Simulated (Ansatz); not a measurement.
Ansatz (a program for electronic structure) input (B3LYP/6-31G):

Ansatz 0.2 input:
```yaml
crystal:
  periodic: [false, false, false]
  atoms:
    - {symbol: C, position_ang: [-0.89003452, -0.00503940, 0.00658504]}
    - {symbol: O, position_ang: [-0.81527396, -1.01562247, 0.64008523]}
    - {symbol: O, position_ang: [0.16868768, 0.71691379, -0.45026202]}
    - {symbol: H, position_ang: [-1.81180777, 0.49694744, -0.30468965]}
    - {symbol: C, position_ang: [1.42724168, 0.27544195, -0.17823519]}
    - {symbol: H, position_ang: [1.55398746, -0.63018598, 0.38924230]}
    - {symbol: H, position_ang: [2.20726758, 0.90049269, -0.57323748]}
basis:
  gaussian:
    orbitals: 6-31G
hamiltonian:
  xc: {name: B3LYP}
magnetization: {spin_polarized: true, initial_magnetization: 1}
output: {forces: true}
```

Output:

```
WARN ansatz: RAYON_NUM_THREADS=1 ignored (pool sized by the plan → 1); use --threads N
Functional definition: B3LYP
integrals: 0.01 GiB planned
500 factors; integrals over basis functions are off by at most 2.7e-4 eV
mean field: 0.15 GiB planned
mean field evaluation 1: about -6208.2748 eV, gradient 3.3e1 eV
mean field evaluation 2: about -6197.4483 eV, gradient 6.4e1 eV
mean field evaluation 4: about -6212.4287 eV, gradient 4.4e0 eV
mean field evaluation 8: about -6212.6515 eV, gradient 1.8e-1 eV
mean field evaluation 16: about -6212.6517 eV, gradient 8.6e-5 eV
mean field -6212.65168181 eV, -228.3107382199 hartree, gradient 8.8e-5 eV, S^2 0.753858; 0 other end points of the search recorded, 0 dependent functions left out
the calculation of the forces begins
reference -6212.65183340 eV, -228.3107437909 hartree; 16, 15 occupied and 26, 27 virtual orbitals, 500 factors
Total energy: -6212.65183340 eV, -228.3107437909 hartree
Atom 0 at    -0.890035    -0.005039     0.006585 Å, force    -1.539659     1.887761    -1.177987 eV/Å
Atom 1 at    -0.815274    -1.015622     0.640085 Å, force     0.190440    -2.372240     1.487019 eV/Å
Atom 2 at     0.168688     0.716914    -0.450262 Å, force    -0.087391     0.748424    -0.469039 eV/Å
Atom 3 at    -1.811808     0.496947    -0.304690 Å, force     0.063551    -0.047178     0.029343 eV/Å
Atom 4 at     1.427242     0.275442    -0.178235 Å, force     1.227156    -0.135639     0.080344 eV/Å
Atom 5 at     1.553987    -0.630186     0.389242 Å, force     0.069940    -0.080661     0.050317 eV/Å
Atom 6 at     2.207268     0.900493    -0.573237 Å, force     0.075963    -0.000468     0.000001 eV/Å
Dipole moment:     0.142604     0.244113    -0.153644 e Å
```
